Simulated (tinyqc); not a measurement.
Inside a calculation (part 2 of 2). Method: UHF in the sto-3g basis, for BH, spin multiplicity 1. This run ends on a higher stationary point, not on the lowest solution. Computed by tinyqc, a small Python program that keeps every step (integrals from PySCF). Command: `OMP_NUM_THREADS=1 python tinyqc.py 28363 28364 out.jsonl` (the two numbers bound the seeds that draw the settings). One thread of a shared host (Intel(R) Xeon(R) Processor @ 2.60GHz), about 0.2 s of CPU time with the checks.

Geometry (angstrom):
```
atom        x        y        z
B     0.00000  0.00000  0.00000
H     0.00000  0.00000  1.57900
```

## Populations, bond orders and dipole

D(alpha) after iteration 11, lower triangle:
```
           1B 1s    1B 2s   1B 2px   1B 2py   1B 2pz    2H 1s
1B 1s    1.02568
1B 2s   -0.10095  0.40488
1B 2px   0.00000  0.00000  0.33897
1B 2py   0.00000  0.00000  0.47336  0.66103
1B 2pz  -0.03376  0.10246  0.00000  0.00000  0.02600
2H 1s   -0.12208  0.36247  0.00000  0.00000  0.09199  0.32551
```

D(beta) after iteration 11, lower triangle:
```
           1B 1s    1B 2s    1B 2px   1B 2py   1B 2pz    2H 1s
1B 1s    1.02568
1B 2s   -0.10095  0.40488
1B 2px   0.00000  0.00000   0.66103
1B 2py   0.00000  0.00000  -0.47336  0.33897
1B 2pz  -0.03376  0.10246   0.00000  0.00000  0.02600
2H 1s   -0.12208  0.36247   0.00000  0.00000  0.09199  0.32551
```

overlap S, lower triangle:
```
          1B 1s    1B 2s   1B 2px   1B 2py   1B 2pz    2H 1s
1B 1s   1.00000
1B 2s   0.26933  1.00000
1B 2px  0.00000  0.00000  1.00000
1B 2py  0.00000  0.00000  0.00000  1.00000
1B 2pz  0.00000  0.00000  0.00000  0.00000  1.00000
2H 1s   0.02788  0.29751  0.00000  0.00000  0.34480  1.00000
```

Mulliken: Z minus the diagonal of D S on the atom; Loewdin: the same with S^(1/2) D S^(1/2); Mayer order: 2 sum_s sum (D(s) S)_ij (D(s) S)_ji over the two atoms.

Charges (e):
```
atom  Mulliken   Loewdin  Mulliken spin
1B    -0.07668  -0.07501              0
2H     0.07668   0.07501              0
```

Mayer bond orders:
```
pair    order
2-1   0.99412
```

dipole moment about the origin, x y z (debye): 0.00000  0.00000  -0.88299

<S^2> of the determinant (pure state: 0) = 1.00000
